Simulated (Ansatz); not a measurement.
Litharge SnO: LDA at its full settings (plane-wave cutoff 520 eV, 10×10×8 k mesh (along the axes of the cell as run), Fermi–Dirac smearing 0.01 eV, scalar-relativistic PAW data made under PBE) and at cheaper ones, in a cell of 4 atoms with Γ-centred meshes.

| level and setting | lattice parameter a (Å) | lattice parameter c (Å) | bulk modulus B0 (GPa) |
|---|---|---|---|
| LDA (Ansatz) | 3.768 | 4.658 | 38.7 |
| LDA (2×2×2 k mesh) (Ansatz) | 3.684 | 4.640 | 81.9 |
| LDA (4×4×4 k mesh) (Ansatz) | 3.757 | 4.634 | 35.5 |

Largest shifts from the full settings: lattice constant a -2.23 % (LDA (2×2×2 k mesh)), against a difference of -0.87 % of the full result from the reference 3.801 Å (measured, temperature not stated, no zero-point or thermal correction; as tabulated in Electronic properties of the Sn1−xPbxO alloy and band alignment of the SnO/PbO …); lattice parameter c -0.52 % (LDA (4×4×4 k mesh)), against a difference of -3.66 % of the full result from the reference 4.835 Å (measured, temperature not stated, no zero-point or thermal correction; as tabulated in Electronic properties of the Sn1−xPbxO alloy and band alignment of the SnO/PbO …); bulk modulus +112 % (LDA (2×2×2 k mesh)), against a difference of +10.6 % of the full result from the reference 35 ± 1 GPa (measured, temperature not stated, not corrected to a static lattice, equation of state from high-pressure X-ray diffraction; as tabulated in Giefers, Porsch, Wortmann, Structural study of SnO at high pressure …).

The full settings aren't shown to be converged themselves.

Caveats: LDA has no dispersion term either, though it tends to give short spacings of layers, chains or molecules (LDA, LDA (2×2×2 k mesh), LDA (4×4×4 k mesh)). Ansatz's density-functional and Hartree–Fock values are scalar-relativistic unless marked +SOC, with PAW data made under PBE.

Run with cheap settings on purpose, which may leave them unconverged: LDA (2×2×2 k mesh), LDA (4×4×4 k mesh).

Ansatz is a first-principles code.
